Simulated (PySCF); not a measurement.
H₂O₂, SMILES OO (connectivity only; charge and spin as stated), charge +1, multiplicity 2.

Coordinates come from a ωB97X-D3(BJ)/def2-TZVP optimisation. The multiplicity is an assumed one; other spin states were not compared.

Level of theory: ωB97X-D3(BJ)/def2-TZVP in PySCF.

Frequencies are harmonic and unscaled.

| mode | ν (cm⁻¹) | IR (km/mol) | moving atoms (share of kinetic energy) |
|---|---|---|---|
| 1 | 878 | 328.4 | H 94 % |
| 2 | 1327 | 231.7 | H 94 % |
| 3 | 1334 | 0.0 | O 99 % |
| 4 | 1604 | 0.0 | H 85 %, O 15 % |
| 5 | 3461 | 653.8 | H 94 % |
| 6 | 3483 | 0.0 | H 94 % |
